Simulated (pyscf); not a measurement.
H₃Si–SeH + hydrogen fluoride (HF) -> H₂Se + F–SiH₃ (four-centre exchange; singlet surface; Se–Si, F–H broken, H–Se, F–Si formed). Structures and frequencies: ωB97X-D3(BJ)/def2-SVP in PySCF. Correlated levels are frozen-core, on RHF or UHF. ΔMP2 is the change of the MP2 total energy from the triple- to the quadruple-zeta basis. Energies in kcal/mol from the separated reactants.

```
level                             barrier  reaction energy
--------------------------------  -------  ---------------
ωB97X-D3(BJ)/def2-TZVP               25.4            -13.7
B3LYP-D3(BJ)/def2-TZVP               23.0            -18.0
PBE0-D3(BJ)/def2-TZVP                   ?            -14.2
M06-2X/def2-TZVP                     24.6            -17.6
HF/def2-TZVP                         42.9            -21.8
CCSD/def2-TZVPP                      30.6            -17.1
CCSD(T)/def2-TZVPP + ΔMP2(QZVPP)        ?                ?
```

Task: What belongs in the gaps?

Result: 
- PBE0-D3(BJ)/def2-TZVP, barrier: 22.3
- CCSD(T)/def2-TZVPP + ΔMP2(QZVPP), barrier: 27.6
- CCSD(T)/def2-TZVPP + ΔMP2(QZVPP), reaction energy: -15.9

On the reactant side the descent ends in a complex, 5.7 kcal/mol under the separated species and 31.0 kcal/mol under the saddle at ωB97X-D3(BJ)/def2-TZVP. One saddle was located; it need not be the lowest between these sides. The CCSD(T) − MP2 part came from Ansatz, without density fitting, on the same reference. The frozen core leaves the outer d or s,p core shells of the metals and heavy elements correlated in the MP2 and CC values, and def2-TZVPP describes them poorly, which can shift differences by a few kcal/mol. Elements up to Kr have no core potential and no relativistic terms here.
